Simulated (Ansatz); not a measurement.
Basis-set extrapolation for BHO₂, SMILES `O=BO` (PBE0-D4/def2-TZVP geometry, frozen core, the Gaussian-basis code of Ansatz). Multiplicity 1, RHF reference.

|  | def2-TZVPP | def2-QZVPP |
| --- | --- | --- |
| HF | -175.160931 | -175.169630 |
| MP2 correlation | -0.557756 | -0.602339 |
| CCSD(T) correlation | -0.580462 | -0.622422 |

Energies in hartree. Use E(X) = E(∞) + A·exp(−7.88·√X) for Hartree–Fock and E(X) = E(∞) + B·X^(−2.97) for correlation, with X = 3 and 4.

What is the CCSD(T) energy at the basis-set limit?

HF limit: -175.169630 + (-0.008699) × 0.13774 = -175.17083. Correlation limit: -0.622422 + (-0.041960) × 0.74074 = -0.65350. Total: -175.82433 hartree, 217.8 kJ/mol below CCSD(T)/def2-TZVPP.
